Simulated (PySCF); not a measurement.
CH4. Atoms are numbered in the order given.

```xyz
5

C      0.0000     0.0000     0.0000
H      0.6289    -0.6289     0.6289
H     -0.6289    -0.6289    -0.6289
H     -0.6289     0.6289     0.6289
H      0.6289     0.6289    -0.6289
```

Coordinates come from a B3LYP-D3(BJ)/def2-TZVPD optimisation.

Computed with r2SCAN/def2-TZVPD (PySCF).

Symmetry labels are those of the subgroup D2 that the program uses (full group Td).

Task: List the valence orbital energies around the gap with their symmetry. (The exact figures need the calculation; the answer reports its results.)

Result: 
```csv
orbital,symmetry,energy (eV)
HOMO−4,A,-272.47
HOMO−3,A,-17.98
HOMO−2,B1,-9.81
HOMO−1,B2,-9.81
HOMO,B3,-9.81
LUMO,A,0.98
LUMO+1,B1,3.58
LUMO+2,B2,3.58
LUMO+3,B3,3.58
```
